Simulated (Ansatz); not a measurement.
`C=CC1=CC1` + H₂S → `SC1=CC1` + `C=C` at 600 K and 1 bar (substitution at a C–C bond).

Program: Ansatz. Geometries: PBE0-D4/def2-TZVP. ΔE: electronic, gas phase. CCSD(T)/CBS is the MP2 limit (def2-TZVPP, def2-QZVPP) plus CCSD(T) − MP2 in def2-TZVPP, frozen cores. This one scheme is used for every species. One conformer a species, not always the lowest.

```json
{"species": "`C=CC1=CC1`", "CCSD(T)/CBS energy (Eh)": "-193.75947", "H − E (kJ/mol)": "289.0", "S (J/(mol·K))": "381.4"}
{"species": "H₂S", "CCSD(T)/CBS energy (Eh)": "-398.97279", "H − E (kJ/mol)": "60.8", "S (J/(mol·K))": "230.9"}
{"species": "`SC1=CC1`", "CCSD(T)/CBS energy (Eh)": "-514.23842", "H − E (kJ/mol)": "192.3", "S (J/(mol·K))": "357.4"}
{"species": "`C=C`", "CCSD(T)/CBS energy (Eh)": "-78.48111", "H − E (kJ/mol)": "161.6", "S (J/(mol·K))": "257.2"}
```

H − E and S are ideal-gas, rigid-rotor, harmonic terms from PBE0-D4/def2-TZVP, for one conformer and one mirror image of each species. 1 Eh = 2625.50 kJ/mol, R = 8.31446 J/(mol·K).

Question: By hand: ΔE, ΔH, ΔS and ΔG.

Answer: ΔE = (-514.23842) + (-78.48111) − (-193.75947) − (-398.97279) = 0.01273 Eh = 33.4 kJ/mol. Δ(H − E) = 192.3 + 161.6 − 289.0 − 60.8 = 4.1, so ΔH = 37.5 kJ/mol. ΔS = 357.4 + 257.2 − 381.4 − 230.9 = 2.3 J/(mol·K). ΔG = 37.5 − 600 × (2.3)/1000 = 36.1 kJ/mol.

Question: By hand: the equilibrium constant, and the temperature at which ΔG would vanish if ΔH and ΔS stayed fixed.

Answer: log₁₀ K = −ΔG/(RT ln 10) = -3.1. ΔG = 0 at ΔH/ΔS = 16304 K, far beyond where these terms or the molecules hold.

The number of gas molecules stays the same, so ΔS is small and ΔH decides. A doubt of 5 kJ/mol in ΔE shifts log₁₀ K by 0.4 here. Other conformers and mirror images would add mixing entropy, several J/(mol·K) or more a flexible species. These are equilibria of isolated gas molecules and say nothing of rates. Largest T1 diagnostic: 0.011 (customary marks: 0.02 for closed shells, 0.045 for open ones).
